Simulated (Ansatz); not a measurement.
## Abstraction of H: C3H6 + SiH(CH3)2 → C3H5 + SiH2(CH3)2

Species: C3H6 `C=CC`, singlet; SiH(CH3)2, doublet; C3H5 `[CH2]C=C`, doublet; SiH2(CH3)2 (dimethylsilane), singlet. A radical takes H: the energy is the difference in strength between the C–H bond broken and the Si–H bond made.

Shapes, held fixed at every level: PBE0-D4/def2-TZVP. Flexible molecules stand in one conformer, not always the lowest. Programs: Ansatz 0.2.0. The zero-point and thermal change to 298 K, harmonic and unscaled (PBE0-D4/def2-TZVP), is -11.3 kJ/mol.

| level | kind | ΔH(298 K) (kJ/mol) | CPU time (sum over the molecules) |
| --- | --- | --- | --- |
| HF/def2-TZVPP | Hartree–Fock | -60.9 | – |
| r2SCAN-D4/def2-TZVPP | meta-GGA | -34.6 | 35 s |
| B3LYP-D4/def2-TZVPP | global hybrid | -32.0 | 29 s |
| PBE0-D4/def2-TZVPP | global hybrid | -23.1 | 21 s |
| r2SCAN0-D4/def2-TZVPP | global hybrid | -36.2 | 35 s |
| wB97X-V/def2-TZVPP | range-separated hybrid | -30.7 | 57 s |
| B2PLYP/def2-TZVPP | double hybrid | -26.5 | 34 s |

B2PLYP/def2-TZVPP gives ΔH(298 K) = -26.5 kJ/mol; the levels span -60.9 to -23.1. The median of the levels is -32.0. No measured value is set beside it here. Spin contamination: C3H5 (⟨S²⟩ up to 0.95). Open shells run unrestricted. Times are processor times on shared x86 and Arm servers, and rough.
